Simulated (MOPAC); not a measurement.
MOPAC input (PM6):

```
PM6 1SCF UHF MS=0.5 GEO-OK AUX(PRECISION=9) THREADS=1
C3H7O

O     0.09449043 1    1.42451755 1   -0.06059503 1
C     0.00851630 1    0.10794514 1    0.29999916 1
H     0.01843893 1    0.18276159 1    1.41082792 1
C    -1.32105273 1   -0.53455223 1   -0.10920181 1
C     1.23758972 1   -0.70475548 1   -0.12059372 1
H    -1.37542931 1   -0.60841548 1   -1.19698145 1
H     1.27205819 1   -0.78452879 1   -1.20876892 1
H    -2.15753038 1    0.07068713 1    0.23842102 1
H     2.14991182 1   -0.21584789 1    0.21924289 1
H    -1.41178349 1   -1.53950514 1    0.30620848 1
H     1.19809106 1   -1.71311639 1    0.29458848 1
```

**Question.** What heat of formation does the run end on, and which ionisation energy by Koopmans theorem?

**Answer.** -14.09 kcal/mol; 9.49 eV.
